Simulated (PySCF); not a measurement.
C₃H₆, SMILES C=CC. The structure is a stationary point at PBE-D3(BJ)/def2-TZVP.

Calculation: PBE-D3(BJ)/def2-TZVP (PySCF 2.14.0).

Harmonic wavenumbers (cm⁻¹): 204, 412, 572, 898, 913, 915, 991, 1028, 1156, 1286, 1352, 1399, 1425, 1440, 1664, 2956, 3005, 3039, 3061, 3066, 3151. Rotational constants (GHz): 46.55, 9.263, 8.115; symmetry number 1.

Question: Work out the zero-point energy and the ideal-gas rigid-rotor harmonic-oscillator thermochemistry at 298.15 K and 1 atm.

Answer: ZPE = ½ Σ hcν = ½ × 33932 cm⁻¹ = 202.96 kJ/mol. H − E(el) = 216.34 kJ/mol. Entropy in J/(mol K): translation 155.38, rotation 92.24, vibration 17.81, total 265.43. G − E(el) = 137.20 kJ/mol. Cp = 64.32 J/(mol K).
